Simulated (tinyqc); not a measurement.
Worked calculation: geometry optimisation on the unrestricted B3LYP (VWN-RPA form)/sto-3g surface (energies and gradients from PySCF), for CH, spin multiplicity 4. Computed by tinyqc, a small Python program that keeps every step (integrals from PySCF). Settings: charge = 0, multiplicity = 4, basis = sto-3g, functional = b3lyp, optimiser = bfgs, first Hessian = 0.15, largest step = 0.3, iteration cap = 30. Command: `OMP_NUM_THREADS=1 python tinyqc.py 22340 22341 out.jsonl` (the two numbers bound the seeds that draw the settings). One thread of a shared host (Intel(R) Xeon(R) Processor @ 2.60GHz), about 3 s of CPU time with the checks.

## Step 1: energy and gradient

positions at the start (bohr):
```
          x        y        z
1C  0.00000  0.00000  0.00000
2H  0.00000  0.00000  2.36594
```

Self-consistent energy and analytic gradient at these positions.

energy = -37.9328716 hartree

gradient (hartree/bohr):
```
            x          y           z
1C  0.0000000  0.0000000  -0.0703862
2H  0.0000000  0.0000000   0.0703858
```

## Step 1: move

Quasi-Newton step p = -H^(-1) g (first H = 0.15 times the unit matrix); steps longer than 0.3 bohr are cut back (factor 0.452 here).

positions after step 1 (bohr):
```
          x        y        z
1C  0.00000  0.00000  0.21213
2H  0.00000  0.00000  2.15381
```

## Step 2: energy and gradient

As before.

energy = -37.9393818 hartree

gradient (hartree/bohr):
```
            x          y           z
1C  0.0000000  0.0000000   0.0698811
2H  0.0000000  0.0000000  -0.0698806
```

## Step 2: move

inverse Hessian in use (bohr^2/hartree), lower triangle:
```
         1        2        3        4        5        6
1  6.66667
2  0.00000  6.66667
3  0.00000  0.00000  4.08949
4  0.00000  0.00000  0.00000  6.66667
5  0.00000  0.00000  0.00000  0.00000  6.66667
6  0.00000  0.00000  2.57716  0.00000  0.00000  4.08952
```

Quasi-Newton step p = -H^(-1) g (the inverse Hessian comes from BFGS updates; coordinates in the order x, y, z of each atom); steps longer than 0.3 bohr are cut back.

positions after step 2 (bohr):
```
          x        y        z
1C  0.00000  0.00000  0.10645
2H  0.00000  0.00000  2.25949
```

## Step 3: energy and gradient

As before.

energy = -37.9433771 hartree

gradient (hartree/bohr):
```
            x          y           z
1C  0.0000000  0.0000000  -0.0225280
2H  0.0000000  0.0000000   0.0225278
```

## Step 3: move

inverse Hessian in use (bohr^2/hartree), lower triangle:
```
         1        2        3        4        5        6
1  6.66667
2  0.00000  6.66667
3  0.00000  0.00000  3.90515
4  0.00000  0.00000  0.00000  6.66667
5  0.00000  0.00000  0.00000  0.00000  6.66667
6  0.00000  0.00000  2.76150  0.00000  0.00000  3.90518
```

As before.

positions after step 3 (bohr):
```
          x        y        z
1C  0.00000  0.00000  0.13221
2H  0.00000  0.00000  2.23373
```

## Convergence

Stop when the largest gradient component is below 3e-5 hartree/bohr. The inverse Hessian follows the BFGS update with s = step, y = change of gradient.

Course of the optimisation:
```
step  E (hartree)  largest gradient (hartree/bohr)
1     -37.9328716                         7.04e-02
2     -37.9393818                         6.99e-02
3     -37.9433771                         2.25e-02
4     -37.9440992                         5.04e-03
5     -37.9441329                         5.30e-04
6     -37.9441333                         1.08e-05
```

Final distances (angstrom):
```
pair   distance
2H-1C   1.10496
```

Converged in 6 steps.
